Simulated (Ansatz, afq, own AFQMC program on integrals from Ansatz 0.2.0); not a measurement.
# CPO, doublet in cc-pVDZ along one coordinate

```yaml
atoms:
  - { symbol: O, position_ang: [0.0000, 0.0000, 1.3231] }
  - { symbol: C, position_ang: [0.0000, 0.0000, 0.1664] }
  - { symbol: P, position_ang: [0.0000, 0.0000, -1.4895] }
```

The C2–P3 distance is changed with both sides rigid. Energies in eV count from this geometry (1.656 Å) at the same level; the start stands on UHF, each point on the determinant named.

Basis cc-pVDZ. Only valence electrons are correlated. AFQMC by an in-house program on the Cholesky factors that Ansatz 0.2.0 writes for its CCSD(T) run. ph-AFQMC/CISD is guided by a CISD state made of CCSD amplitudes; releasing the constraint for a short imaginary time cuts its bias at the price of noise, slowly where states lie close. ± is one standard error of the sampling.

Cautions, each for one point or more: a spin-contaminated unrestricted determinant lies lower; higher spins were not checked; unrestricted determinant slightly spin contaminated.

```csv
r(C2–P3) / Å,det.,T1,weight,⟨S²⟩,CCSD(T),ph-AFQMC/CISD,released AFQMC,CCSDT(Q),B3LYP,CCSD
1.527,UHF,0.024,0.84,0.81,0.566,0.534 ± 0.038,0.576 ± 0.069*,0.570,0.472,0.536
1.830,UHF,0.025,0.83,0.78,0.158,0.102 ± 0.046,0.198 ± 0.090*,0.150,0.235,0.181
2.318,ROHF,0.028,0.82,pure,1.659,1.574 ± 0.043,–,1.658,1.883,1.617
```

Weight is that of the determinant in the CISD state; at the start T1 is 0.024 and the weight 0.84, and ⟨S²⟩ is 0.80. An asterisk marks released energies that aren't shown to be converged. A dash marks a missing value, a released energy that hasn't settled or a functional that sits on another state. Largest departures from CCSDT(Q), at the points where its series has closed: CCSD(T) 0.008 eV at 1.830 (on UHF), ph-AFQMC/CISD -0.084 eV at 2.318 (on ROHF) (within the noise), B3LYP 0.225 eV at 2.318, CCSD -0.041 eV at 2.318 (on ROHF). Functionals count only at points shown to share the start's state and spin. In this small basis the wave-function levels are far from their limit, so their gap to the functionals isn't the functionals' error. In total energy ph-AFQMC/CISD lies 95 ± 26 meV above CCSDT(Q) at the start, so its agreement along the curve rests in part on cancellation.

Some points may be missing: those where a free walk finds a much lower state, and past Zn most of those on another determinant than at the start.

A walk keeps the symmetry of its determinant, which the program's search chose and which needn't be the lowest solution, so a lower state of the same spin and another symmetry isn't excluded.
